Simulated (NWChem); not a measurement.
Everything below was run with NWChem. System: O, charge 0, spin multiplicity 3. Its SCF solution wasn't tested for a lower state. Level: ROCR-CCSD(T)/def2-TZVP, 1 core orbitals frozen.

Output (cleaned and shortened):

```
             Northwest Computational Chemistry Package (NWChem) 7.3.0
             --------------------------------------------------------

                                NWChem Input Module
                                -------------------

 Scaling coordinates for geometry "geometry" by  1.889725989
 (inverse scale =  0.529177249)

                             Geometry "geometry" -> ""
                             -------------------------

 Output coordinates in angstroms (scale by  1.889725989 to convert to a.u.)

  No.       Tag          Charge          X              Y              Z
 ---- ---------------- ---------- -------------- -------------- --------------
    1 O                    8.0000     0.00000000     0.00000000     0.00000000

 Effective nuclear repulsion energy (a.u.)       0.0000000000

            Nuclear Dipole moment (a.u.)
            ----------------------------
        X                 Y               Z
 ---------------- ---------------- ----------------
     0.0000000000     0.0000000000     0.0000000000

      Symmetry information
      --------------------

 Group name             D2h
 Group number             26
 Group order               8
 No. of unique centers     1

      Symmetry unique atoms

     1


 Summary of "ao basis" -> "" (spherical)
 ------------------------------------------------------------------------------
       Tag                 Description            Shells   Functions and Types
 ---------------- ------------------------------  ------  ---------------------
 *                         def2-tzvp                  on all atoms

 Summary of "ao basis" -> "ao basis" (spherical)
 ------------------------------------------------------------------------------
       Tag                 Description            Shells   Functions and Types
 ---------------- ------------------------------  ------  ---------------------
 O                         def2-tzvp                11       31   5s3p2d1f

                                 NWChem SCF Module
                                 -----------------

  ao basis        = "ao basis"
  functions       =    31
  atoms           =     1
  closed shells   =     3
  open shells     =     2
  charge          =   0.00
  wavefunction    = ROHF
  use symmetry    = T
  symmetry adapt  = T

 Summary of "ao basis" -> "ao basis" (spherical)
 ------------------------------------------------------------------------------
       Tag                 Description            Shells   Functions and Types
 ---------------- ------------------------------  ------  ---------------------
 O                         def2-tzvp                11       31   5s3p2d1f

      Symmetry analysis of basis
      --------------------------

        ag          9
        au          1
        b1g         2
        b1u         5
        b2g         2
        b2u         5
        b3g         2
        b3u         5

 Forming initial guess at       0.0s

 Swapping ROHF orbitals     3    5

      Symmetry analysis of molecular orbitals - initial
      -------------------------------------------------

  Numbering of irreducible representations:

     1 ag          2 au          3 b1g         4 b1u         5 b2g
     6 b2u         7 b3g         8 b3u

  Orbital symmetries:

     1 ag          2 ag          3 b3u         4 b2u         5 b1u
     6 ag          7 b1u         8 b2u         9 b3u        10 b3g
    11 ag         12 b1g        13 b2g        14 ag         15 b2u

 Starting SCF solution at       0.1s

 ----------------------------------------------
         Quadratically convergent ROHF

 Convergence threshold     :          1.000E-07
 Maximum no. of iterations :          100
 Final Fock-matrix accuracy:          1.000E-09
 ----------------------------------------------

              iter       energy          gnorm     gmax       time
             ----- ------------------- --------- --------- --------
                 1      -74.8022881159  5.77D-01  3.16D-01      0.1
                 2      -74.8091190553  6.63D-02  3.63D-02      0.1
                 3      -74.8093637800  2.30D-03  1.01D-03      0.1
                 4      -74.8093647327  1.04D-06  5.75D-07      0.1
[...]
     6      0.494046  1 O  px                 9      0.435876  1 O  px
    12      0.274032  1 O  px

 Vector    4  Occ=1.000000D+00  E=-2.657000D-01  Symmetry=b1u
              MO Center= -1.3D-23,  2.9D-24,  1.9D-17, r^2= 5.2D-01
   Bfn.  Coefficient  Atom+Function         Bfn.  Coefficient  Atom+Function
  ----- ------------  ---------------      ----- ------------  ---------------
     8      0.516252  1 O  pz                11      0.458597  1 O  pz
    14      0.215283  1 O  pz

 Vector    5  Occ=1.000000D+00  E=-2.657000D-01  Symmetry=b2u
              MO Center= -1.3D-38,  1.2D-33, -2.7D-38, r^2= 5.2D-01
   Bfn.  Coefficient  Atom+Function         Bfn.  Coefficient  Atom+Function
  ----- ------------  ---------------      ----- ------------  ---------------
     7      0.516252  1 O  py                10      0.458597  1 O  py
    13      0.215283  1 O  py

 Vector    6  Occ=0.000000D+00  E= 4.930371D-01  Symmetry=ag
              MO Center= -1.5D-36,  1.1D-34, -7.5D-20, r^2= 2.1D+00
   Bfn.  Coefficient  Atom+Function         Bfn.  Coefficient  Atom+Function
  ----- ------------  ---------------      ----- ------------  ---------------
     5     -2.047993  1 O  s                  4      1.917038  1 O  s

 Vector    7  Occ=0.000000D+00  E= 5.675471D-01  Symmetry=b2u
              MO Center=  1.0D-38,  2.0D-33, -4.5D-39, r^2= 2.4D+00
   Bfn.  Coefficient  Atom+Function         Bfn.  Coefficient  Atom+Function
  ----- ------------  ---------------      ----- ------------  ---------------
    13      1.283506  1 O  py                10     -0.701398  1 O  py
     7     -0.228251  1 O  py

 Vector    8  Occ=0.000000D+00  E= 5.675471D-01  Symmetry=b1u
              MO Center= -5.8D-22,  1.4D-22, -3.8D-17, r^2= 2.4D+00
   Bfn.  Coefficient  Atom+Function         Bfn.  Coefficient  Atom+Function
  ----- ------------  ---------------      ----- ------------  ---------------
    14      1.283506  1 O  pz                11     -0.701398  1 O  pz
     8     -0.228251  1 O  pz

 center of mass
 --------------
 x =   0.00000000 y =   0.00000000 z =   0.00000000

 moments of inertia (a.u.)
 ------------------
           0.000000000000           0.000000000000           0.000000000000
           0.000000000000           0.000000000000           0.000000000000
           0.000000000000           0.000000000000           0.000000000000

  Mulliken analysis of the total density
  --------------------------------------

    Atom       Charge   Shell Charges
 -----------   ------   -------------------------------------------------------
    1 O    8     8.00   0.80  1.18  0.64  1.03  0.35  1.69  1.65  0.66  0.00  0.00  0.00

 Mulliken analysis of the open-shell density
 -------------------------------------------

    Atom       Charge   Shell Charges
 -----------   ------   -------------------------------------------------------
    1 O    8     2.00   0.00 -0.00  0.00  0.00 -0.00  0.87  0.85  0.28 -0.00  0.00  0.00

       Multipole analysis of the density wrt the origin
       ------------------------------------------------

     L   x y z        total         open         nuclear
     -   - - -        -----         ----         -------
     0   0 0 0     -0.000000     -2.000000      8.000000

     1   1 0 0      0.000000      0.000000      0.000000
     1   0 1 0     -0.000000     -0.000000      0.000000
     1   0 0 1     -0.000000     -0.000000      0.000000

     2   2 0 0     -4.328303     -0.733290      0.000000
     2   1 1 0     -0.000000     -0.000000      0.000000
     2   1 0 1     -0.000000     -0.000000      0.000000
     2   0 2 0     -3.411309     -1.487104      0.000000
     2   0 1 1      0.000000      0.000000      0.000000
     2   0 0 2     -3.411309     -1.487104      0.000000

                   NWChem Extensible Many-Electron Theory Module
                   ---------------------------------------------


            General Information
            -------------------
      Number of processors :     1
         Wavefunction type : Restricted open-shell Hartree-Fock
          No. of electrons :     8
           Alpha electrons :     5
            Beta electrons :     3
           No. of orbitals :    62
            Alpha orbitals :    31
             Beta orbitals :    31
        Alpha frozen cores :     1
         Beta frozen cores :     1
     Alpha frozen virtuals :     0
      Beta frozen virtuals :     0
         Spin multiplicity : triplet
    Number of AO functions :    31
       Number of AO shells :    11
        Use of symmetry is : on
      Symmetry adaption is : on
         Schwarz screening : 0.10D-09

          Correlation Information
          -----------------------
          Calculation type : Coupled-cluster singles & doubles w/ perturbation
   Perturbative correction : Completely renormalized (T)
            Max iterations :      100
        Residual threshold : 0.10D-05
     T(0) DIIS level shift : 0.00D+00
     L(0) DIIS level shift : 0.00D+00
     T(1) DIIS level shift : 0.00D+00
     L(1) DIIS level shift : 0.00D+00
     T(R) DIIS level shift : 0.00D+00
     T(I) DIIS level shift : 0.00D+00
   CC-T/L Amplitude update :  5-th order DIIS
                I/O scheme : Global Array Library
        L-threshold :  0.10D-05
        EOM-threshold :  0.10D-05
 no EOMCCSD initial starts read in
 TCE RESTART OPTIONS
 SLICE:      F
 D4D5:       F
 quantumc:   F
 qrotation:  F
 pwtce:      F
 qducc:      F
 nacto:                         0
 nrotv:                         0
 nrot:                          0

            Memory Information
            ------------------
          Available GA space size is     249034878 doubles
          Available MA space size is     104855324 doubles

 Maximum block size supplied by input
 Maximum block size        24 doubles

 tile_dim =      7

 -------------------------------------------------

 Global array virtual files algorithm will be used

 Parallel file system coherency ......... OK

 4-electron integrals stored in orbital form

 v2    file size   =            23137
 4-index algorithm nr.  13 is used
 imaxsize =       30
 imaxsize ichop =        0


CCSD iterations
 ---------------------------------------------------------
 Iter          Residuum       Correlation     Cpu    Wall
 ---------------------------------------------------------
    1   0.0940912960868  -0.1571992285110     0.4     0.4
    2   0.0184811498572  -0.1623059807989     0.4     0.4
    3   0.0053425184662  -0.1639530935095     0.4     0.4
    4   0.0018985143521  -0.1641899973469     0.4     0.4
    5   0.0007426811779  -0.1642992188293     0.4     0.4
    6   0.0002936217967  -0.1643308448801     0.4     0.4
    7   0.0000866828755  -0.1643405441709     0.4     0.4
    8   0.0000387750682  -0.1643413674115     0.4     0.4
    9   0.0000173783108  -0.1643415162395     0.4     0.4
   10   0.0000083430504  -0.1643418454043     0.4     0.4
   11   0.0000016484710  -0.1643419365653     0.3     0.3
   12   0.0000005139409  -0.1643420129237     0.3     0.3
 -----------------------------------------------------------------
 Iterations converged
 CCSD correlation energy / hartree =        -0.164342012923715
 CCSD total energy / hartree       =       -74.973706745625535

 Singles contributions

 Doubles contributions
 CR-CCSD(T)

 CR-CCSD[T]  correction energy / hartree =        -0.002876699925400
 CR-CCSD[T] correlation energy / hartree =        -0.167218712849115
 CR-CCSD[T] total energy / hartree       =       -74.976583445550929
 CR-CCSD(T)  correction energy / hartree =        -0.002852259789625
 CR-CCSD(T) correlation energy / hartree =        -0.167194272713341
 CR-CCSD(T) total energy / hartree       =       -74.976559005415155

 Task  times  cpu:        6.3s     wall:        6.3s

 Total times  cpu:        6.3s     wall:        6.3s
```

Question: Write an NWChem input that would produce this output.

Answer: Several could match; the one computed here: 
```
start mol
memory heap 100 mb stack 700 mb global 1900 mb
geometry units angstroms nocenter noautoz
  O      0.000000     0.000000     0.000000
  symmetry group D2h
end
basis spherical
  * library def2-tzvp
end
scf
  rohf
  nopen 2
  maxiter 100
  thresh 1e-7
  semidirect memsize 60000000 filesize 0
  # guess.movecs holds the orbitals of an unrestricted PBE0 run
  vectors input guess.movecs swap 3 5 output mol.movecs
end
tce
  freeze core 1
  cr-ccsd(t)
  2eorb
  2emet 13
  thresh 1e-6
  maxiter 100
  tilesize 24
end
task tce energy
```
